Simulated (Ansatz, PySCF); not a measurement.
Bond stretch in CH₂Cl₂, SMILES ClCCl. The C1–Cl5 bond (C1 also carries Cl, H, H; Cl5 carries nothing else) is varied alone, starting from the PBE0/def2-TZVP optimised geometry.

- RKS-PBE = restricted PBE/cc-pVDZ (Ansatz, a program for electronic structure)
- UKS-PBE = unrestricted PBE/cc-pVDZ in Ansatz
- UKS-wB97X-V = unrestricted wB97X-V/cc-pVDZ (PySCF)
- UCCSD(T) = CCSD(T) on UHF/cc-pVDZ, 11 core orbitals frozen (PySCF 2.14.0)

Energies relative to the lowest point of each curve near equilibrium, in kJ/mol; the last columns give the difference from UCCSD(T):

```tsv
R / Å	RKS-PBE	UKS-PBE	UKS-wB97X-V	UCCSD(T)	RKS-PBE − UCCSD(T)	UKS-PBE − UCCSD(T)	UKS-wB97X-V − UCCSD(T)
1.40	311.3	311.3	310.8	328.6	-17.4	-17.4	-17.8
1.48	167.5	167.5	163.8	176.1	-8.6	-8.6	-12.2
1.60	50.6	50.6	45.8	52.0	-1.3	-1.3	-6.2
1.67	18.2	18.2	14.4	17.8	0.4	0.4	-3.4
1.71	7.7	7.7	5.0	7.0	0.7	0.7	-2.0
1.76	0.9	0.9	0.0	0.2	0.7	0.7	-0.2
1.82	0.0	0.0	1.8	0.0	0.0	0.0	1.8
1.88	4.9	4.9	9.9	6.1	-1.2	-1.2	3.8
1.92	10.7	10.7	18.0	12.8	-2.1	-2.1	5.2
2.07	43.0	43.0	60.4	49.3	-6.4	-6.4	11.0
2.16	66.8	66.8	91.0	75.8	-9.0	-9.0	15.1
2.37	125.5	125.5	166.0	145.1	-19.6	-19.6	20.9
2.61	188.1	188.1	244.6	218.3	-30.2	-30.2	26.4
2.94	258.1	258.1	305.2	285.5	-27.4	-27.4	19.6
3.15	292.8	287.7	326.1	304.9	-12.1	-17.3	21.1
3.53	338.7	317.2	346.1	318.6	20.1	-1.4	27.6
3.84	363.7	329.9	353.3	322.4	41.3	7.5	30.9
4.32	387.6	340.6	357.7	324.6	63.0	15.9	33.0
4.80	400.8	345.8	359.1	325.4	75.4	20.4	33.7
5.33	408.4	348.5	359.6	325.7	82.8	22.8	33.9
6.21	413.3	350.0	359.9	325.9	87.4	24.1	34.0
```

RKS-PBE is furthest from UCCSD(T) at 6.21 (87.4 kJ/mol, above); its mean absolute difference over the points is 24.1 kJ/mol.

UKS-PBE is furthest from UCCSD(T) at 2.61 (-30.2 kJ/mol, below); its mean absolute difference over the points is 11.2 kJ/mol.

UKS-wB97X-V is furthest from UCCSD(T) at 6.21 (34.0 kJ/mol, above); its mean absolute difference over the points is 17.1 kJ/mol.

The restricted form behind RKS-PBE keeps the bonding electrons paired and can't separate into open-shell fragments. The unrestricted determinant behind UKS-PBE is spin-contaminated at 2.94 to 6.21 Å (<S²> up to 0.9, against 0.00 for a pure singlet). The unrestricted determinant behind UKS-wB97X-V is spin-contaminated at 2.61 to 6.21 Å (<S²> up to 1.0, against 0.00 for a pure singlet). The unrestricted determinant behind UCCSD(T) is spin-contaminated at 2.37 to 6.21 Å (<S²> up to 1.0, against 0.00 for a pure singlet).
